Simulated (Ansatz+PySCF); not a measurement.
The numbers below are computed, except where a source is named.
## PySCF 2.14.0 run

```python
from pyscf import gto, scf, cc

mol = gto.M(atom="""
N 1.730050 0.000000 1.211390
S 0.000000 0.000000 0.000000
B -1.857840 0.000000 1.300870
""", basis='sto-3g', charge=0, spin=0)
mf = scf.RHF(mol)
mf.kernel()
mycc = cc.CCSD(mf, frozen=7).run()
et = mycc.ccsd_t()
print(mf.e_tot, mycc.e_corr, et, mycc.e_tot + et)
```

The script is written out from the run's settings.

Results

```json
{
  "Converged": "yes",
  "Reference energy": "-470.88559 hartree",
  "CCSD correlation energy": "-0.18470 hartree",
  "Triples correction": "-0.01330 hartree",
  "Total energy": "-471.08359 hartree",
  "Spin squared of the determinant": "0.000"
}
```

The reference isn't the lowest determinant (another lies 0.24 eV lower), but the same method gives a higher total on the lower determinant. Caution: large share of triples, a single reference is doubtful; an unrestricted determinant lies well below.
